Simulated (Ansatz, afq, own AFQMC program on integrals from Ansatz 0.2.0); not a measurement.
## Te, triplet in def2-SVP, levels against full CI

A free Te atom.

Basis def2-SVP with its core potentials. Noble-gas cores (and the filled d shells of Ga–Kr and In–Xe) are frozen. Integrals, coupled cluster, full CI and functionals: Ansatz 0.2.0; the random walks run on the same integrals in our own AFQMC program. ph-AFQMC/CISD is guided by a CISD state made of CCSD amplitudes; releasing the constraint for a short imaginary time cuts its bias at the price of noise, slowly where states lie close. Free projection: walkers drawn from exp(T), propagated without any constraint. Its projection time is finite, and what remains of the start isn't in its error. Error bars are statistical, one sigma. No spin–orbit coupling.

Determinant: UHF, the one that the program's search chose, which needn't be the lowest solution.

Full CI on the same integrals is exact in this basis and with this determinant's frozen core.

Cautions: no spin-orbit coupling; inner d shell frozen.

```
T1 diagnostic                               : 0.0072
weight of the determinant in the CISD state : 0.949
⟨S²⟩ of the determinant                     : 2.007
size of the correlated space                : 6 electrons in 17 orbitals
```

Reference: full CI, correlation energy -2.032 eV. The released energy is read at 2.40 1/Eh (meV from the phaseless value at times in 1/Eh: -0.6 ± 0.5 at 0.24, -1.2 ± 0.3 at 0.51, -2.0 ± 0.4 at 0.99, -2.4 ± 0.3 at 1.62, -3.1 ± 0.4 at 2.40).

| level | E − E(reference) (kcal/mol) | share of correlation (%) |
| --- | --- | --- |
| HF | 46.87 | 0.00 |
| MP2 | 9.33 | 80.10 |
| CCSD | 0.66 | 98.59 |
| CCSD(T) | 0.18 | 99.61 |
| CCSDT | 0.06 | 99.86 |
| CCSDT(Q) | 0.01 | 99.98 |
| CCSDTQ | 0.00 | 100.00 |
| ph-AFQMC/HF | 0.88 ± 0.23 | 98.11 |
| ph-AFQMC/CISD | 0.06 ± 0.01 | 99.87 |
| released AFQMC | -0.01 ± 0.008 | 100.02 |
| free AFQMC | 0.01 ± 0.006 | 99.98 |

CCSDT and higher add their correlation energy to the determinant of the CCSD(T) run, since their own runs factorise the integrals more tightly (a shift of under 2 meV). Free projections are given only where their last times agree within the noise and don't stop above the reference; a slow remainder of the start can still hide under it. A walk keeps the symmetry of its determinant, which the program's search chose and which needn't be the lowest solution, so a lower state of the same spin and another symmetry isn't excluded. Released energies are given only where the last usable release times agree within the noise; a slower fall can still hide under it.
